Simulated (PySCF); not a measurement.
# CS2: fields on a plane

Computed with PBE0 in PySCF with C def2-TZVP, S def2-TZVP; no relativity; density-fitted integrals.

The singlet minimum has C–S 1.548 Å (×2); S–C–S 180.0°.

The plane holds C1 at (0.00, 0.00), S2 at (1.55, 0.00), S3 at (-1.55, 0.00) Å. Columns run from x = -3.45 to 3.75 Å, rows from y = 2.25 (top) to -1.95 Å, in steps of 0.3 Å. Other isomers or separated fragments may lie lower.

**Question.** Give the electron density (e/Å³) (cut at 5 e/Å³). Lower edges of the bins (e/Å³): '_' 0.000, '.' 0.030, ':' 0.076, '-' 0.151, '=' 0.268, '+' 0.455, '*' 0.750, '#' 1.218, '%' 1.960, '@' 3.136; top 5.00, each point printed twice.

**Answer.** 
```
__________________________________________________
__________________________________________________
__________........____________........____________
______....::::::::::........::::::::::....________
____..::--========------------========--::..______
____..--==******++++++++++++++++******==--..______
____::==++##%%####**########**####%%##++==::______
__..::==**%%@@@@####%%@@@@%%####@@@@%%**==::..____
__..::==**%%@@@@####%%@@@@%%####@@@@%%**==::..____
____::==++##%%####**########**####%%##++==::______
____..--==******++++++++++++++++******==--..______
____..::--========------------========--::..______
______....::::::::::........::::::::::....________
__________........____________........____________
__________________________________________________
```

**Question.** Give the electrostatic potential (V) (cut at 20 V). Every second row and column.

**Answer.** 
```
 0.0  0.0  0.0 -0.1 -0.1  0.0  0.0  0.0 -0.1 -0.1  0.0  0.0  0.1
 0.1  0.2  0.3  0.4  0.3  0.3  0.4  0.3  0.4  0.4  0.2  0.2  0.1
 0.4  0.9  3.2  7.1  4.7  3.1  4.0  3.1  6.8  5.4  1.7  0.5  0.3
 0.7  2.7 19.0 20.0 20.0 20.0 20.0 17.5 20.0 20.0  6.9  1.2  0.4
 0.8  3.5 20.0 20.0 20.0 20.0 20.0 20.0 20.0 20.0  9.8  1.5  0.5
 0.5  1.7  8.5 20.0 14.3  8.7 12.8  8.1 20.0 17.2  3.8  0.9  0.3
 0.2  0.4  1.1  1.9  1.4  1.1  1.3  1.1  1.8  1.6  0.7  0.3  0.2
 0.1  0.1  0.0  0.0  0.0  0.1  0.1  0.0  0.0  0.0  0.1  0.1  0.1
```
